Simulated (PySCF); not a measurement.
# CF−: bond curves at several levels of theory

One table from this session's results is given with a row withheld; the runs are named, their logs left out.

Method: C aug-pcseg-1, F aug-pcseg-1, no relativity; program: PySCF 2.14.0.

1 further run of the same task is left out (set aside as unsound or not needed).

Set-up of the first run:

Settings of the job:

```json
{"atoms": "C, F", "charge": "-1", "basis": "C aug-pcseg-1, F aug-pcseg-1", "Hamiltonian": "no relativity", "basis functions": "46", "electrons treated": "16", "masses in u": "12.0000, 18.9984", "levels": "PBE0, PBE, r²SCAN, revPBE, PBEsol, PW91, HSE06, HF, MP2, SCS-MP2, CCSD, CCSD(T)", "grid": "80 radial by 434 angular points", "occupations": "held fixed by the projection of orbital angular momentum", "dissociation limit": "C + F−, each in its ground configuration", "starting distance in angstrom": "1.425", "values of 2S to try": "0, 2"}
```

Command:

```sh
$ OMP_NUM_THREADS=1 python dia.py task.json out
```

Among the steps run: The job; PBE0 along the bond; Excited determinants; PBE (GGA); r²SCAN; revPBE (GGA); PBEsol (GGA); PW91 (GGA); HSE06 (range-separated hybrid); UHF (mean field); Adding correlation.

One table of the session follows, with a row left open; its other results are not shown here.

It belongs to the step «The curves together». Energy (eV) from each level's lowest point:

| R (Å) | UHF | UHF-MP2 | UHF-SCS-MP2 | UHF-CCSD | UHF-CCSD(T) |
| --- | --- | --- | --- | --- | --- |
| 1.233 | 0.665 | 0.742 | 0.776 | n/a | n/a |
| 1.291 | 0.310 | 0.374 | 0.396 | 0.359 | 0.370 |
| 1.348 | 0.110 | 0.155 | 0.169 | 0.144 | 0.153 |
| 1.391 | 0.033 | 0.062 | 0.071 | 0.055 | 0.062 |
| 1.434 | ? | ? | ? | ? | ? |
| 1.477 | 0.000 | 0.000 | 0.000 | 0.000 | 0.000 |
| 1.534 | 0.037 | 0.022 | 0.016 | 0.025 | 0.019 |
| 1.606 | 0.120 | 0.094 | 0.080 | 0.099 | 0.086 |
| 1.692 | 0.249 | 0.223 | 0.199 | 0.226 | 0.206 |
| 1.807 | 0.439 | 0.433 | 0.397 | n/a | n/a |

**Question.** Estimate the row for R (Å) = 1.434.

Worked estimate for «UHF». A straight line through the neighbours (1.391, 0.033) and (1.477, 0.000) gives 0.033 + (0.000 − 0.033) × (1.434 − 1.391) / (1.477 − 1.391) = 0.017; a parabola fitted to 4 rows on both sides gives 0.001.

As computed: UHF: 0.000; UHF-MP2: 0.014; UHF-SCS-MP2: 0.018; UHF-CCSD: 0.010; UHF-CCSD(T): 0.014. In «UHF» the line misses by +0.017 and the parabola by +0.001.
